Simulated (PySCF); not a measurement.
Species: C2H3NO.
Atom-mapped SMILES: `[H]/[N:1]=[CH:2]\[CH:3]=[O:4]` (hydrogens: H5 on N1; H6 on C2; H7 on C3)

Computed by this run: PySCF 2.14.0, PBE0-D3(BJ)/def2-SVP geometry optimisation, gas phase; density fitting, grid level 1; the optimiser is geomeTRIC in internal coordinates, started from an MMFF94s structure with every atom displaced at random (about 0.03 Å).

Step 0: E = -5647.6387 eV
```
atom  x, y, z in Å  |  force x, y, z in eV/Å
N1     -1.4711   -0.1124   -0.0852   -2.374   3.225   0.306
C2     -0.4172    0.5521    0.0518    0.217  -0.260  -0.105
C3      0.8403   -0.1905    0.0017    4.282  -0.309   0.332
O4      1.0048   -1.3844   -0.1585   -1.139   0.967   0.002
H5     -1.3556   -1.0648   -0.2652    0.876  -2.352  -0.258
H6     -0.3347    1.6653    0.2138   -0.510  -0.853  -0.054
H7      1.8253    0.4328    0.1731   -1.352  -0.418  -0.224
```

**Question.** Estimate the geometry and energy of step 1. (The exact step hangs on the optimiser's Hessian estimate; all steps are aligned on step 0, rigid shifts and turns removed.)

**Answer.** E = -5647.9086 eV, largest force 3.018 eV/Å
```
atom  x, y, z in Å  |  force x, y, z in eV/Å
N1     -1.5101   -0.0615   -0.0954    0.130  -0.787   0.070
C2     -0.4003    0.5343    0.0218   -0.171   0.563   0.180
C3      0.9134   -0.1870    0.0092    0.072   2.497   0.665
O4      0.9268   -1.3254   -0.2749    0.589  -2.902  -0.584
H5     -1.3076   -1.0925   -0.1631   -0.142   0.738  -0.114
H6     -0.3766    1.6247    0.1516   -0.054   0.174  -0.039
H7      1.8463    0.4055    0.2823   -0.424  -0.284  -0.177
```

The energy changes by -0.2699 eV. The first-order estimate −F·Δx gives -0.8239 eV and the mean of the old and new forces, exact on a quadratic surface, -0.2841 eV. The step makes an angle of 62° with the force vector and moves no atom by more than 0.152 Å.

The cost below is that of the whole optimisation. On one thread of an Arm Neoverse V2, no GPU, shared host with 32 logical CPUs at a one-minute load of 13, this took 9.7 s and 0.30 GiB of memory at its peak.
